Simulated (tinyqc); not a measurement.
Worked calculation (part 1 of 2): CCD on RHF in the sto-6g basis, for H2F+, spin multiplicity 1. Computed by tinyqc, a small Python program that keeps every step (integrals from PySCF). Settings: charge = 1, multiplicity = 1, basis = sto-6g, method = RHF, energy threshold = 1e-10, iteration cap = 90, orthogonalisation = symmetric, start = atomic densities, DIIS depth = 6, amplitude equations = CCD, DIIS depth for amplitudes = 4, cap on updates = 64. Command: `OMP_NUM_THREADS=1 python tinyqc.py 25733 25734 out.jsonl` (the two numbers bound the seeds that draw the settings). One thread of a shared host (Intel(R) Xeon(R) Processor @ 2.60GHz), about 0.2 s of CPU time with the checks. The early iterations of the SCF are left out here.

## One-electron integrals

Geometry (angstrom):
```
atom         x          y         z
F     0.000000   0.000000  0.000000
H     0.000000   0.780000  0.493000
H     0.000000  -0.780000  0.493000
```

Basis sto-6g: exponents (1/bohr^2) and contraction coefficients of normalised primitives:
```
element  l (shell)     exponent  coefficient
F            s (1)  1728.626574     0.009164
F            s (1)   316.941790     0.049361
F            s (1)    88.668891     0.168538
F            s (1)    30.460157     0.370563
F            s (1)    11.828570     0.416492
F            s (1)     4.871659     0.130334
F            s (2)    67.032281    -0.013253
F            s (2)    13.267438    -0.046992
F            s (2)     4.123510    -0.033785
F            s (2)     1.586463     0.250242
F            s (2)     0.689002     0.595117
F            s (2)     0.315820     0.240706
F            p (3)    67.032281     0.003760
F            p (3)    13.267438     0.037679
F            p (3)     4.123510     0.173897
F            p (3)     1.586463     0.418036
F            p (3)     0.689002     0.425860
F            p (3)     0.315820     0.101708
H            s (1)    35.523221     0.009164
H            s (1)     6.513144     0.049361
H            s (1)     1.822143     0.168538
H            s (1)     0.625955     0.370563
H            s (1)     0.243077     0.416492
H            s (1)     0.100112     0.130334
```

Overlap, kinetic and nuclear-attraction integrals over the contracted functions; the nuclear repulsion is the sum of Za Zb / Rab.

nuclear repulsion = 10.66194022 hartree

overlap S, order 1F 1s, 1F 2s, 1F 2px, 1F 2py, 1F 2pz, 2H 1s, 3H 1s:
$$\begin{pmatrix}
1.000000 & 0.232479 & 0.000000 & 0.000000 & 0.000000 & 0.049976 & 0.049976 \\
0.232479 & 1.000000 & 0.000000 & 0.000000 & 0.000000 & 0.447869 & 0.447869 \\
0.000000 & 0.000000 & 1.000000 & 0.000000 & 0.000000 & 0.000000 & 0.000000 \\
0.000000 & 0.000000 & 0.000000 & 1.000000 & 0.000000 & 0.292623 & -0.292623 \\
0.000000 & 0.000000 & 0.000000 & 0.000000 & 1.000000 & 0.184953 & 0.184953 \\
0.049976 & 0.447869 & 0.000000 & 0.292623 & 0.184953 & 1.000000 & 0.235480 \\
0.049976 & 0.447869 & 0.000000 & -0.292623 & 0.184953 & 0.235480 & 1.000000
\end{pmatrix}$$

kinetic energy T (hartree), order 1F 1s, 1F 2s, 1F 2px, 1F 2py, 1F 2pz, 2H 1s, 3H 1s:
$$\begin{pmatrix}
37.397730 & -1.143349 & 0.000000 & 0.000000 & 0.000000 & -0.001167 & -0.001167 \\
-1.143349 & 1.082297 & 0.000000 & 0.000000 & 0.000000 & 0.124474 & 0.124474 \\
0.000000 & 0.000000 & 3.251325 & 0.000000 & 0.000000 & 0.000000 & 0.000000 \\
0.000000 & 0.000000 & 0.000000 & 3.251325 & 0.000000 & 0.224827 & -0.224827 \\
0.000000 & 0.000000 & 0.000000 & 0.000000 & 3.251325 & 0.142102 & 0.142102 \\
-0.001167 & 0.124474 & 0.000000 & 0.224827 & 0.142102 & 0.768522 & 0.004035 \\
-0.001167 & 0.124474 & 0.000000 & -0.224827 & 0.142102 & 0.004035 & 0.768522
\end{pmatrix}$$

nuclear attraction V (hartree), order 1F 1s, 1F 2s, 1F 2px, 1F 2py, 1F 2pz, 2H 1s, 3H 1s:
$$\begin{pmatrix}
-78.969421 & -8.132356 & 0.000000 & 0.000000 & -0.016806 & -2.005318 & -2.005318 \\
-8.132356 & -12.613468 & 0.000000 & 0.000000 & -0.190414 & -4.383630 & -4.383630 \\
0.000000 & 0.000000 & -12.535662 & 0.000000 & 0.000000 & 0.000000 & 0.000000 \\
0.000000 & 0.000000 & 0.000000 & -12.701337 & 0.000000 & -2.517128 & 2.517128 \\
-0.016806 & -0.190414 & 0.000000 & 0.000000 & -12.601847 & -1.649481 & -1.649481 \\
-2.005318 & -4.383630 & 0.000000 & -2.517128 & -1.649481 & -6.523008 & -1.729380 \\
-2.005318 & -4.383630 & 0.000000 & 2.517128 & -1.649481 & -1.729380 & -6.523008
\end{pmatrix}$$

core Hamiltonian H = T + V (hartree), order 1F 1s, 1F 2s, 1F 2px, 1F 2py, 1F 2pz, 2H 1s, 3H 1s:
$$\begin{pmatrix}
-41.571692 & -9.275705 & 0.000000 & 0.000000 & -0.016806 & -2.006485 & -2.006485 \\
-9.275705 & -11.531172 & 0.000000 & 0.000000 & -0.190414 & -4.259155 & -4.259155 \\
0.000000 & 0.000000 & -9.284336 & 0.000000 & 0.000000 & 0.000000 & 0.000000 \\
0.000000 & 0.000000 & 0.000000 & -9.450011 & 0.000000 & -2.292301 & 2.292301 \\
-0.016806 & -0.190414 & 0.000000 & 0.000000 & -9.350521 & -1.507379 & -1.507379 \\
-2.006485 & -4.259155 & 0.000000 & -2.292301 & -1.507379 & -5.754486 & -1.725346 \\
-2.006485 & -4.259155 & 0.000000 & 2.292301 & -1.507379 & -1.725346 & -5.754486
\end{pmatrix}$$

## Two-electron integrals

Functions are numbered as in S; the eight-fold symmetry (ij|kl) = (ji|kl) = (kl|ij) leaves the list below.

Two-electron integrals (ij|kl) in chemists' order, unique and non-zero (hartree):
```
(11|11) 5.406240    (21|11) 0.768129    (21|21) 0.138909    (22|11) 1.266271
(22|21) 0.283987    (22|22) 0.926367    (31|31) 0.029452    (32|31) 0.044681
(32|32) 0.204753    (33|11) 1.266273    (33|21) 0.283987    (33|22) 0.926366
(33|33) 0.998085    (41|41) 0.029452    (42|41) 0.044681    (42|42) 0.204753
(43|43) 0.053789    (44|11) 1.266273    (44|21) 0.283987    (44|22) 0.926366
(44|33) 0.890506    (44|44) 0.998085    (51|51) 0.029452    (52|51) 0.044681
(52|52) 0.204753    (53|53) 0.053789    (54|54) 0.053789    (55|11) 1.266273
(55|21) 0.283987    (55|22) 0.926366    (55|33) 0.890506    (55|44) 0.890506
(55|55) 0.998085    (61|11) 0.176324    (61|21) 0.030550    (61|22) 0.061043
(61|33) 0.060937    (61|41) 0.001116    (61|42) 0.002176    (61|44) 0.061165
(61|51) 0.000706    (61|52) 0.001375    (61|54) 0.000144    (61|55) 0.061028
(61|61) 0.006831    (62|11) 0.419458    (62|21) 0.095358    (62|22) 0.343777
(62|33) 0.339049    (62|41) 0.005796    (62|42) 0.042496    (62|44) 0.349183
(62|51) 0.003663    (62|52) 0.026860    (62|54) 0.006405    (62|55) 0.343097
(62|61) 0.020946    (62|62) 0.153579    (63|31) 0.010930    (63|32) 0.061397
(63|43) 0.008994    (63|53) 0.005685    (63|63) 0.023321    (64|11) 0.230391
(64|21) 0.053146    (64|22) 0.204857    (64|33) 0.195942    (64|41) 0.013829
(64|42) 0.085895    (64|44) 0.220187    (64|51) 0.001832    (64|52) 0.015484
(64|54) 0.009639    (64|55) 0.198441    (64|61) 0.012223    (64|62) 0.112319
(64|64) 0.105098    (65|11) 0.145619    (65|21) 0.033591    (65|22) 0.129480
(65|33) 0.123845    (65|41) 0.001832    (65|42) 0.015484    (65|44) 0.127799
(65|51) 0.012088    (65|52) 0.071183    (65|54) 0.011494    (65|55) 0.136795
(65|61) 0.007726    (65|62) 0.070992    (65|64) 0.051687    (65|65) 0.055990
(66|11) 0.548789    (66|21) 0.127089    (66|22) 0.524141    (66|33) 0.505869
(66|41) 0.010464    (66|42) 0.104714    (66|44) 0.545036    (66|51) 0.006614
(66|52) 0.066185    (66|54) 0.024755    (66|55) 0.521516    (66|61) 0.028175
(66|62) 0.291885    (66|64) 0.247894    (66|65) 0.156682    (66|66) 0.774999
(71|11) 0.176324    (71|21) 0.030550    (71|22) 0.061043    (71|33) 0.060937
(71|41) -0.001116   (71|42) -0.002176   (71|44) 0.061165    (71|51) 0.000706
(71|52) 0.001375    (71|54) -0.000144   (71|55) 0.061028    (71|61) 0.006740
(71|62) 0.020313    (71|64) 0.010779    (71|65) 0.007487    (71|66) 0.026966
(71|71) 0.006831    (72|11) 0.419458    (72|21) 0.095358    (72|22) 0.343777
(72|33) 0.339049    (72|41) -0.005796   (72|42) -0.042496   (72|44) 0.349183
(72|51) 0.003663    (72|52) 0.026860    (72|54) -0.006405   (72|55) 0.343097
(72|61) 0.020313    (72|62) 0.126868    (72|64) 0.063306    (72|65) 0.056829
(72|66) 0.198975    (72|71) 0.020946    (72|72) 0.153579    (73|31) 0.010930
(73|32) 0.061397    (73|43) -0.008994   (73|53) 0.005685    (73|63) 0.018722
(73|73) 0.023321    (74|11) -0.230391   (74|21) -0.053146   (74|22) -0.204857
(74|33) -0.195942   (74|41) 0.013829    (74|42) 0.085895    (74|44) -0.220187
(74|51) -0.001832   (74|52) -0.015484   (74|54) 0.009639    (74|55) -0.198441
(74|61) -0.010779   (74|62) -0.063306   (74|64) -0.013057   (74|65) -0.027711
(74|66) -0.087183   (74|71) -0.012223   (74|72) -0.112319   (74|74) 0.105098
(75|11) 0.145619    (75|21) 0.033591    (75|22) 0.129480    (75|33) 0.123845
(75|41) -0.001832   (75|42) -0.015484   (75|44) 0.127799    (75|51) 0.012088
(75|52) 0.071183    (75|54) -0.011494   (75|55) 0.136795    (75|61) 0.007487
(75|62) 0.056829    (75|64) 0.027711    (75|65) 0.043881    (75|66) 0.098858
(75|71) 0.007726    (75|72) 0.070992    (75|74) -0.051687   (75|75) 0.055990
(76|11) 0.158319    (76|21) 0.036354    (76|22) 0.142017    (76|33) 0.139573
(76|44) 0.142364    (76|51) 0.002274    (76|52) 0.019811    (76|55) 0.144113
(76|61) 0.007895    (76|62) 0.062761    (76|64) 0.039763    (76|65) 0.033064
(76|66) 0.123916    (76|71) 0.007895    (76|72) 0.062761    (76|74) -0.039763
(76|75) 0.033064    (76|76) 0.031010    (77|11) 0.548789    (77|21) 0.127089
(77|22) 0.524141    (77|33) 0.505869    (77|41) -0.010464   (77|42) -0.104714
(77|44) 0.545036    (77|51) 0.006614    (77|52) 0.066185    (77|54) -0.024755
(77|55) 0.521516    (77|61) 0.026966    (77|62) 0.198975    (77|64) 0.087183
(77|65) 0.098858    (77|66) 0.333734    (77|71) 0.028175    (77|72) 0.291885
(77|74) -0.247894   (77|75) 0.156682    (77|76) 0.123916    (77|77) 0.774999
```

## Orthogonalisation

S = U s U^T; symmetric (Loewdin) form X = U s^(-1/2) U^T, so that X^T S X = 1.

eigenvalues of S: [0.397400, 0.452005, 0.905263, 1.000000, 1.075553, 1.312515, 1.857264]

X, order 1F 1s, 1F 2s, 1F 2px, 1F 2py, 1F 2pz, 2H 1s, 3H 1s:
$$\begin{pmatrix}
1.022891 & -0.136830 & 0.000000 & 0.000000 & -0.006649 & 0.018524 & 0.018524 \\
-0.136830 & 1.206654 & 0.000000 & 0.000000 & 0.075145 & -0.261409 & -0.261409 \\
0.000000 & 0.000000 & 1.000000 & 0.000000 & 0.000000 & 0.000000 & 0.000000 \\
0.000000 & 0.000000 & 0.000000 & 1.096050 & 0.000000 & -0.208978 & 0.208978 \\
-0.006649 & 0.075145 & 0.000000 & 0.000000 & 1.030435 & -0.106226 & -0.106226 \\
0.018524 & -0.261409 & 0.000000 & -0.208978 & -0.106226 & 1.169789 & -0.094429 \\
0.018524 & -0.261409 & 0.000000 & 0.208978 & -0.106226 & -0.094429 & 1.169789
\end{pmatrix}$$

## Iteration 8 (converged): orbitals

converged F (hartree), order 1F 1s, 1F 2s, 1F 2px, 1F 2py, 1F 2pz, 2H 1s, 3H 1s:
$$\begin{pmatrix}
-26.979682 & -6.536200 & 0.000000 & 0.000000 & -0.024524 & -1.414153 & -1.414153 \\
-6.536200 & -3.552641 & 0.000000 & 0.000000 & -0.139670 & -1.375862 & -1.375862 \\
0.000000 & 0.000000 & -1.077965 & 0.000000 & 0.000000 & 0.000000 & 0.000000 \\
0.000000 & 0.000000 & 0.000000 & -1.075534 & 0.000000 & -0.586049 & 0.586049 \\
-0.024524 & -0.139670 & 0.000000 & 0.000000 & -1.073498 & -0.434670 & -0.434670 \\
-1.414153 & -1.375862 & 0.000000 & -0.586049 & -0.434670 & -0.973730 & -0.484347 \\
-1.414153 & -1.375862 & 0.000000 & 0.586049 & -0.434670 & -0.484347 & -0.973730
\end{pmatrix}$$

Diagonalise F' = X^T F X, C = X C', fill 5 alpha and 5 beta electrons from the bottom; D = 2 C_occ C_occ^T. Each column has its largest component positive (the first on a tie).

F' = X^T F X (hartree):
$$\begin{pmatrix}
-26.559861 & -3.211043 & 0.000000 & 0.000000 & -0.034700 & -0.239303 & -0.239303 \\
-3.211043 & -2.181863 & 0.000000 & 0.000000 & 0.039733 & -0.563020 & -0.563020 \\
0.000000 & 0.000000 & -1.077965 & 0.000000 & 0.000000 & 0.000000 & 0.000000 \\
0.000000 & 0.000000 & 0.000000 & -0.797873 & 0.000000 & -0.487601 & 0.487601 \\
-0.034700 & 0.039733 & 0.000000 & 0.000000 & -0.978510 & -0.288413 & -0.288413 \\
-0.239303 & -0.563020 & 0.000000 & -0.487601 & -0.288413 & -0.363446 & -0.106670 \\
-0.239303 & -0.563020 & 0.000000 & 0.487601 & -0.288413 & -0.106670 & -0.363446
\end{pmatrix}$$

orbital energies (hartree): MO1 -26.983010, MO2 -2.120464, MO3 -1.268072, MO4 -1.114534, MO5 -1.077965, MO6 0.027658, MO7 0.213423

coefficients C, order 1F 1s, 1F 2s, 1F 2px, 1F 2py, 1F 2pz, 2H 1s, 3H 1s:
$$\begin{pmatrix}
0.997002 & -0.235973 & 0.000000 & 0.064679 & 0.000000 & -0.108996 & 0.000000 \\
0.013857 & 0.934766 & 0.000000 & -0.349294 & 0.000000 & 0.788077 & 0.000000 \\
0.000000 & 0.000000 & 0.000000 & 0.000000 & 1.000000 & 0.000000 & 0.000000 \\
0.000000 & 0.000000 & 0.739068 & 0.000000 & 0.000000 & 0.000000 & 0.861654 \\
0.002036 & 0.125813 & 0.000000 & 0.890478 & 0.000000 & 0.530352 & 0.000000 \\
-0.002893 & 0.081794 & 0.330955 & 0.183213 & 0.000000 & -0.786063 & -0.856308 \\
-0.002893 & 0.081794 & -0.330955 & 0.183213 & 0.000000 & -0.786063 & 0.856308
\end{pmatrix}$$

D after iteration 8, order 1F 1s, 1F 2s, 1F 2px, 1F 2py, 1F 2pz, 2H 1s, 3H 1s:
$$\begin{pmatrix}
2.107758 & -0.458712 & 0.000000 & 0.000000 & 0.059874 & -0.020671 & -0.020671 \\
-0.458712 & 1.991974 & 0.000000 & 0.000000 & -0.386810 & 0.024846 & 0.024846 \\
0.000000 & 0.000000 & 2.000000 & 0.000000 & 0.000000 & 0.000000 & 0.000000 \\
0.000000 & 0.000000 & 0.000000 & 1.092443 & 0.000000 & 0.489197 & -0.489197 \\
0.059874 & -0.386810 & 0.000000 & 0.000000 & 1.617567 & 0.346865 & 0.346865 \\
-0.020671 & 0.024846 & 0.000000 & 0.489197 & 0.346865 & 0.299595 & -0.138531 \\
-0.020671 & 0.024846 & 0.000000 & -0.489197 & 0.346865 & -0.138531 & 0.299595
\end{pmatrix}$$

## Convergence

Stop when the energy changes by less than 1e-10 hartree and every element of the error matrix X^T (F D S - S D F) X is below 3e-06.

Course of the cycle:
```
iteration   E (hartree)     change  largest element of the error matrix
1          -95.12863345          -                             1.34e+00
2          -99.70590943  -4.58e+00                             2.76e-01
3          -99.78119684  -7.53e-02                             2.03e-02
4          -99.78183641  -6.40e-04                             5.51e-03
5          -99.78185983  -2.34e-05                             1.01e-04
6          -99.78185985  -2.40e-08                             3.85e-05
7          -99.78185986  -3.50e-09                             5.07e-07
8          -99.78185986  -3.98e-13                             5.16e-09
```

PySCF RHF in the same basis = -99.78185986 hartree

Converged in 8 iterations.

## Integrals over molecular orbitals

(pq|rs) = sum C_ip C_jq C_kr C_ls (ij|kl), one index at a time.

one-electron integrals over orbitals h = C^T H C (hartree):
$$\begin{pmatrix}
-41.557659 & 0.699062 & 0.000000 & -0.185059 & 0.000000 & 0.328288 & 0.000000 \\
0.699062 & -9.800201 & 0.000000 & 0.303375 & 0.000000 & -1.498058 & 0.000000 \\
0.000000 & 0.000000 & -8.287206 & 0.000000 & 0.000000 & 0.000000 & -2.140176 \\
-0.185059 & 0.303375 & 0.000000 & -8.950354 & 0.000000 & -1.184766 & 0.000000 \\
0.000000 & 0.000000 & 0.000000 & 0.000000 & -9.284336 & 0.000000 & 0.000000 \\
0.328288 & -1.498058 & 0.000000 & -1.184766 & 0.000000 & -5.712934 & 0.000000 \\
0.000000 & 0.000000 & -2.140176 & 0.000000 & 0.000000 & 0.000000 & -6.159564
\end{pmatrix}$$

Two-electron integrals over orbitals (pq|rs), unique and non-zero (hartree):
```
(11|11) 5.380308    (21|11) -0.512503   (21|21) 0.079323    (22|11) 1.218313
(22|21) -0.019903   (22|22) 0.865805    (31|31) 0.017783    (32|31) 0.025974
(32|32) 0.162933    (33|11) 1.002444    (33|21) -0.007527   (33|22) 0.771639
(33|33) 0.757018    (41|11) 0.143452    (41|21) -0.018621   (41|22) 0.016014
(41|33) 0.004913    (41|41) 0.030842    (42|11) -0.088660   (42|21) 0.009251
(42|22) 0.015125    (42|33) -0.003711   (42|41) 0.030177    (42|42) 0.158914
(43|31) -0.004149   (43|32) 0.003373    (43|43) 0.047571    (44|11) 1.189625
(44|21) -0.014975   (44|22) 0.826317    (44|33) 0.732349    (44|41) -0.012425
(44|42) -0.092418   (44|44) 0.929908    (51|51) 0.030415    (52|51) 0.038814
(52|52) 0.180420    (53|53) 0.039188    (54|51) -0.010159   (54|52) -0.035850
(54|54) 0.057072    (55|11) 1.265970    (55|21) -0.013344   (55|22) 0.881493
(55|33) 0.758363    (55|41) 0.003560    (55|42) -0.046220   (55|44) 0.851865
(55|55) 0.998085    (61|11) -0.253871   (61|21) 0.041485    (61|22) -0.005248
(61|33) -0.002546   (61|41) 0.002301    (61|42) 0.018816    (61|44) -0.014356
(61|55) -0.006072   (61|61) 0.027198    (62|11) 0.327862    (62|21) -0.009314
(62|22) 0.156181    (62|33) 0.097408    (62|41) 0.017648    (62|42) 0.035803
(62|44) 0.118699    (62|55) 0.162891    (62|61) 0.002186    (62|62) 0.083313
(63|31) 0.004443    (63|32) -0.028066   (63|43) -0.015478   (63|63) 0.066616
(64|11) 0.226968    (64|21) -0.001766   (64|22) 0.120036    (64|33) 0.071802
(64|41) 0.007296    (64|42) 0.000593    (64|44) 0.129208    (64|55) 0.122158
(64|61) 0.002316    (64|62) 0.059890    (64|64) 0.058799    (65|51) 0.015546
(65|52) 0.057831    (65|54) 0.003745    (65|65) 0.029054    (66|11) 0.726785
(66|21) -0.006285   (66|22) 0.593047    (66|33) 0.571840    (66|41) 0.017574
(66|42) 0.069927    (66|44) 0.547187    (66|55) 0.563927    (66|61) 0.004036
(66|62) 0.058754    (66|64) 0.029273    (66|66) 0.555047    (71|31) 0.018457
(71|32) 0.025535    (71|43) -0.004456   (71|63) 0.004344    (71|71) 0.019184
(72|31) 0.017198    (72|32) 0.058989    (72|43) -0.025080   (72|63) 0.029763
(72|71) 0.017093    (72|72) 0.054568    (73|11) 0.424657    (73|21) -0.008564
(73|22) 0.195624    (73|33) 0.159810    (73|41) -0.001554   (73|42) -0.058100
(73|44) 0.205031    (73|55) 0.223218    (73|61) -0.005772   (73|62) 0.077162
(73|64) 0.070758    (73|66) 0.022264    (73|73) 0.156794    (74|31) -0.008293
(74|32) -0.058720   (74|43) 0.013855    (74|63) 0.036632    (74|71) -0.008470
(74|72) -0.012140   (74|74) 0.047469    (75|53) 0.025393    (75|75) 0.020134
(76|31) 0.011242    (76|32) 0.102781    (76|43) 0.039263    (76|63) -0.080258
(76|71) 0.011192    (76|72) -0.007756   (76|74) -0.056640   (76|76) 0.158157
(77|11) 0.832623    (77|21) -0.008086   (77|22) 0.633893    (77|33) 0.636372
(77|41) 0.003261    (77|42) 0.007487    (77|44) 0.612639    (77|55) 0.620042
(77|61) -0.003333   (77|62) 0.053164    (77|64) 0.028525    (77|66) 0.551360
(77|73) 0.075101    (77|77) 0.596549
```

## CCD: starting amplitudes

t_ij^ab = <ij||ab> / (e_i + e_j - e_a - e_b), whose energy is MP2.

Starting amplitudes (spin orbitals 1a, 1b, ...; amplitudes related by a flip of all spins are not repeated; the 24 largest):
```
from      to          t
3a 3b  7a 7b  -0.052917
3a 4b  6b 7a   0.026969
4a 4b  6a 6b  -0.025739
3a 3b  6a 6b  -0.025706
2a 3b  6a 7b  -0.021259
2a 2b  6a 6b  -0.019392
2a 4b  6a 6b  -0.018202
4a 4b  7a 7b  -0.017873
3a 4b  6a 7b  -0.013962
5a 5b  6a 6b  -0.013139
2a 3a  6a 7a  -0.013059
3a 4a  6a 7a   0.013007
2a 2b  7a 7b  -0.011690
2a 3b  6b 7a   0.008200
5a 5b  7a 7b  -0.007796
2a 4b  7a 7b   0.003315
1a 2b  7a 7b  -0.000579
1a 1b  6a 6b  -0.000503
1a 3a  6a 7a   0.000355
1a 1b  7a 7b  -0.000353
1a 4b  7a 7b   0.000297
1a 3b  6a 7b   0.000203
1a 3b  6b 7a   0.000152
1a 4b  6a 6b  -0.000082
```

correlation energy = -0.02821533 hartree

## CCD: amplitude update 1

t_ij^ab D_ij^ab are set to the remaining terms of the spin-orbital equations, evaluated with the old amplitudes; for the doubles these are <ij||ab> + 1/2 <ab||ef> t_ij^ef + 1/2 <mn||ij> t_mn^ab + P(ij)P(ab) <mb||ej> t_im^ae + terms in t^2, D the orbital-energy denominators.

Amplitudes after update 1 (spin orbitals 1a, 1b, ...; amplitudes related by a flip of all spins are not repeated; the 24 largest):
```
from      to          t
3a 3b  7a 7b  -0.065313
3a 4b  6b 7a   0.033193
3a 3b  6a 6b  -0.032353
4a 4b  6a 6b  -0.030471
2a 3b  6a 7b  -0.025996
2a 4b  6a 6b  -0.023404
4a 4b  7a 7b  -0.020880
2a 2b  6a 6b  -0.020698
3a 4b  6a 7b  -0.019533
5a 5b  6a 6b  -0.014202
2a 3a  6a 7a  -0.013747
3a 4a  6a 7a   0.013659
2a 3b  6b 7a   0.012249
2a 2b  7a 7b  -0.011995
5a 5b  7a 7b  -0.007374
2a 4b  7a 7b   0.002630
1a 2b  7a 7b  -0.000533
1a 1b  6a 6b  -0.000428
1a 3a  6a 7a   0.000347
1a 1b  7a 7b  -0.000294
1a 4b  7a 7b   0.000262
1a 3b  6b 7a   0.000181
1a 3b  6a 7b   0.000166
1a 4b  6a 6b  -0.000134
```

correlation energy = -0.03414216 hartree
